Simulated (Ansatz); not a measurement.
# AlCO (quartet): the correlation ladder, def2-QZVPP

An exercise on one series of results from a longer session: the logs are not shown, and one member is left open.

Program: Ansatz 0.2.0, Gaussian basis. Level of theory: def2-QZVPP, core rule «outside noble gas», up to 7 orbitals frozen. These are calculated values, not measurements.

To be run: UHF; ROHF; CCSD(T) on UHF.

3 further runs of the same task are left out: 1 that didn't finish, 2 set aside as unsound or not needed.

## The geometry

The geometry is a PBE0/def2-TZVP stationary point (not a proven minimum).

3 atoms, charge 0, spin multiplicity 4.

Atoms are counted from 1 here; the program's logs count them from 0.

Bond lengths: C1–Al2 1.893 Å, Al2–O3 1.598 Å. Angles: C1–Al2–O3 180.0°.

Set-up of the first run:

Contents of in.yaml:

```yaml
crystal:
  periodic: [false, false, false]
  atoms:
    - {symbol: C, position_ang: [0.000000, 0.000000, 1.794300]}
    - {symbol: Al, position_ang: [0.000000, 0.000000, -0.098300]}
    - {symbol: O, position_ang: [0.000000, 0.000000, -1.696000]}
basis:
  gaussian: {orbitals: "def2-QZVPP.json"}
magnetization: {spin_polarized: true, initial_magnetization: 3}
hamiltonian: {xc: hf}
output: {orbitals: {seedname: orbitals}}
```

Run with:

```console
$ ansatz run in.yaml --threads 1 --pin off --events-out ev --progress --plain --max-ram 2393MiB
```

Among the steps run: UHF; ROHF; CCSD(T) on UHF.

One table of the session follows, with a row left open; its other results are not shown here.

```
  method  from UCCSD(T) (kJ/mol)
    ROHF                 +1163.5
     UHF                 +1158.9
    UMP2                       ?
   UCCSD                   +59.6
UCCSD(T)                       0
```

**Question.** Estimate the row for UMP2.

As computed: from UCCSD(T) (kJ/mol): +66.3. In the column «from UCCSD(T) (kJ/mol)» it lies between UCCSD (+59.6) and UHF (+1158.9).
